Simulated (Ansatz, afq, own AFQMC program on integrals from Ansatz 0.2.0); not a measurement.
**Pt, triplet → Pt⁺, doublet**

A free Pt atom.

E(doublet, charge +1) − E(triplet, charge +0) at this geometry, on UHF and UHF determinants.

Basis def2-SVP with its core potentials. Only valence electrons are correlated. Ansatz 0.2.0 and our own AFQMC program on the same integrals; the CISD trial comes from CCSD amplitudes, and released means the phaseless constraint is let go. ± is one standard error of the sampling. No spin–orbit coupling. The metal's outer-core s and p shells are frozen, which shifts wave-function levels against functionals. The errors of all members are added in quadrature.

No full CI on the walks' own integrals is used here; CCSDTQ serves as the reference and is uncertain by about the last step of the cluster series. Each member takes its own surest rung, up to full CI.

Errors are counted within def2-SVP, not against nature.

Cautions: no spin-orbit coupling; outer-core shells of the metal frozen; Pt (triplet): the released energies have errors that jump between times, so the bars are unsure, so no released level is given (meV from the phaseless value at times in 1/Eh: -8.4 ± 1.4 at 0.60, -10.7 ± 2.0 at 1.20, -13.3 ± 1.9 at 2.00, -17 ± 3 at 3.00, -11 ± 5 at 4.20), though the last usable value meets CCSDTQ within the noise; Pt⁺ (doublet): unrestricted determinant spin contaminated (⟨S²⟩ 0.90 against 0.75), its ph-AFQMC/CISD value lies 17.7 ± 2.2 meV above CCSDTQ.

Reference (CCSDTQ): 195.6 kcal/mol.

```csv
level,vertical ionization energy (kcal/mol),error against CCSDTQ (kcal/mol)
HF,174.8,-20.8
MP2,199.9,4.3
CCSD,196.2,0.6
CCSD(T),196.3,0.7
CCSDT,195.5,-0.1
CCSDT(Q),195.6,0.0
ph-AFQMC/CISD,195.7 ± 0.07,0.1 ± 0.07
```

Correlation beyond CCSD(T) takes off 0.7 kcal/mol. The perturbative (T) step is worth +0.1 kcal/mol. Where the cautions show a poor determinant, the low rows tell how each method copes with it, not its usual error.

CCSDT and higher add their correlation energy to the determinant of the CCSD(T) run, since their own runs factorise the integrals more tightly (a shift of under 2 meV). A walk keeps the symmetry of its determinant, which the program's search chose and which needn't be the lowest solution, so a lower state of the same spin and another symmetry isn't excluded.
